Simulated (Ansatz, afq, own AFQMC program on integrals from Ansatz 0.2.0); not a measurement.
Integrals from Ansatz 0.2.0, then the random walk in our own AFQMC program (afq).

```yaml
crystal:
  periodic: [false, false, false]
  atoms:
    - {symbol: C, position_ang: [-1.170638, 0.000000, 0.000000]}
    - {symbol: H, position_ang: [-1.533844, 1.027301, 0.000000]}
    - {symbol: H, position_ang: [-1.533844, -0.513650, 0.889668]}
    - {symbol: H, position_ang: [-1.533844, -0.513650, -0.889669]}
    - {symbol: H, position_ang: [0.100362, 0.000000, 0.000000]}
    - {symbol: O, position_ang: [1.162362, 0.000000, 0.000000]}
basis:
  gaussian: {orbitals: cc-pVTZ}
magnetization: {spin_polarized: true, initial_magnetization: 2}
correlation: {method: ccsd_t, electrons: outside_noble_gas, hamiltonian_folder: ham}
```

```sh
$ ansatz run in.yaml --threads 1 --pin off --events-out ev --progress --plain --max-ram 24576MiB --backend cuda --devices 0, --max-vram 18GiB
```

afq runs on the folder ham with

```
--method phaseless --trial cisd --walkers 600 --populations 10 --least-time 60 --time-step 0.005 --steps-per-block 50 --equilibration-blocks 28 --max-blocks 4000 --target-error 0.00022 --factor-cut 1e-05 --start spin_pure --seed 7076 --release-times 0.24,0.51,0.99,1.62,2.4 --release-step 0.03 --release-every 3 --taylor-order 6
```

Times are imaginary, in 1/Eh. The walk had a cap of 235 s. With eight or more populations the least sampling time is a fifth of least-time, and the error comes from their spread.

afq prints:

```
orbitals 114  electrons 8 6  factors 656 of 656
reference energy -114.95737694 Eh
CCSD correlation -0.40692358 Eh in 11 cycles, weight of the determinant in the CISD state 0.8845
energy of the start -115.362133 Eh
 block  time / (1/Eh)  mean weight  energy / Eh
     1     0.250  0.9996  -115.360569
     2     0.500  1.0015  -115.365679
     3     0.750  0.9996  -115.372143
     4     1.000  1.0003  -115.371512
     5     1.250  1.0000  -115.373612
    10     2.500  0.9992  -115.376352
    43    10.750  1.0011  -115.376283
    78    19.500  1.0005  -115.374957
   113    28.250  1.0001  -115.377088
   148    37.000  0.9994  -115.376427
   155    38.750  1.0012  -115.381625
   183    45.750  1.0004  -115.376667
   218    54.500  1.0008  -115.376449
   253    63.250  0.9990  -115.378954
   288    72.000  0.9982  -115.374666
error from the spread of 10 populations
released: time / (1/Eh)  energy / Eh  error  mean overlap
  0.24  -115.377827  0.000175  0.9911
  0.51  -115.377958  0.000191  0.9855
  0.99  -115.377960  0.000246  0.9830
  1.62  -115.377804  0.000241  0.9645
  2.40  -115.378731  0.000540  0.9215
energy -115.377453 +/- 0.000217 Eh
(rows thinned)
```

The run passed its tests (sampling time, drift between the halves within three errors, error under three times the target), which doesn't prove that it has relaxed.

Against this walk (error 5.9 meV) on the same determinant: CCSD(T) 21.7 meV higher. The error is statistical and leaves out the bias of the constraint. Released to 1.62 1/Eh the energy moves by -10 ± 9 meV (both errors), within twice the noise.

Cautions: constraint bias not in the error; lower spins were not checked.

The walk took 3.2 min on 1 × NVIDIA H100 80GB HBM3 with 2 threads of AMD EPYC 7R13 Processor (Zen 3), on a shared host (the card was shared). The log's last line is the phaseless energy.

A walk keeps the symmetry of its determinant, which the program's search chose and which needn't be the lowest solution, so a lower state of the same spin and another symmetry isn't excluded.
